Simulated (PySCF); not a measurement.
# C3H3F: the cost of one run

The runs use PySCF 2.14.0, with density-fitted response routines of our own; the level of theory stands in each step. All values are computed, except where a source is named. Atoms are numbered from 0 throughout.

### Step 1. Starting geometry

7 atoms, charge 0, multiplicity 1; geometry from: GFN2-xTB. The atoms were then displaced at random by about 0.01 Å, so the start is not that level's minimum.

Bonds of the start (Å): F0–C1 1.38, C1–C2 1.46, C2–C3 1.30, C3–C1 1.51, C1–H4 1.09, C2–H5 1.07, C3–H6 1.05.

### Step 2. Geometry optimisation at PBE0-D3(BJ)/def2-SVP

Job settings and geometry (Å):

```
{"job": {"xc": "PBE0", "basis": "def2-SVP", "d3": "d3bj", "grid": 1, "shake": 0.01, "kind": "geom"}, "charge": 0, "multiplicity": 1}
F     -1.419150    -0.162150     1.102500
C     -0.694750    -0.140820    -0.067740
C      0.715010    -0.530350     0.008710
C      0.528810     0.749370    -0.141210
H     -1.350840    -0.367880    -0.906420
H      1.410440    -1.325980     0.161840
H      0.844440     1.748710    -0.207620
```

Command:

```sh
$ OMP_NUM_THREADS=1 python probes_run.py task.json out
```

This one command runs all jobs of the session in turn.

Q: Estimate the wall time and peak memory of this first job on 1 thread of Arm Neoverse N1, shared host.

About 18 s, with a peak of 0.31 GiB.
